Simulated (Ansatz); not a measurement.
Geometry optimisation, RKS PBE0-D4/6-31G* (Ansatz 0.2.0).

Input:

```yaml
crystal:
  periodic: [false, false, false]
  atoms:
    - { symbol: Si, position_ang: [-0.064548, 0.176917, -0.052144] }
    - { symbol: H, position_ang: [-0.058039, 0.20845, 1.422442] }
    - { symbol: H, position_ang: [1.335484, 0.292612, -0.535733] }
    - { symbol: H, position_ang: [-0.806631, 1.400544, -0.477283] }
    - { symbol: Si, position_ang: [-1.123355, -1.769213, -0.805731] }
    - { symbol: H, position_ang: [-1.839735, -2.419308, 0.327526] }
    - { symbol: H, position_ang: [-2.133345, -1.447356, -1.85554] }
    - { symbol: H, position_ang: [-0.14043, -2.729968, -1.36971] }
    - { symbol: F, position_ang: [1.094482, -2.029984, 1.217091] }
    - { symbol: H, position_ang: [0.638617, -1.476793, 1.811382] }
basis:
  gaussian: { orbitals: "6-31G*" }
hamiltonian:
  xc: pbe0
  dispersion: d4
relax:
  f_tol: 0.03
  max_steps: 50
```

Command:

```bash
$ ansatz run input.yaml --threads 1 --pin off --max-ram 2048MiB --backend cpu --events-out ev --progress --plain --runs-dir out
```

Where does it end, and by what steps?

The run converged. After 11 steps the energy has fallen by 0.059 eV; H10 moved furthest, 0.48 Å.

```csv
step,energy less start (eV),largest force component (eV/Å),accepted
0,0.0000,0.598,yes
1,-0.0488,0.103,yes
2,-0.0491,0.373,yes
3,-0.0524,0.422,yes
4,-0.0560,0.066,yes
5,-0.0574,0.031,yes
6,-0.0546,0.443,no
7,-0.0579,0.032,yes
8,-0.0556,0.413,no
9,-0.0582,0.042,yes
10,-0.0583,0.131,yes
11,-0.0587,0.005,yes
```

```xyz
10
Properties=species:S:1:pos:R:3
Si -0.101 0.287 -0.116
H -0.152 0.431 1.371
H 1.321 0.363 -0.545
H -0.827 1.458 -0.688
Si -1.101 -1.725 -0.781
H -1.726 -2.405 0.391
H -2.185 -1.467 -1.774
H -0.113 -2.650 -1.397
F 1.173 -2.151 1.253
H 0.614 -1.934 1.968
```

Time of the run: 37 s on 1 thread of Arm Neoverse V1 (shared host), peak memory 0.13 GiB.
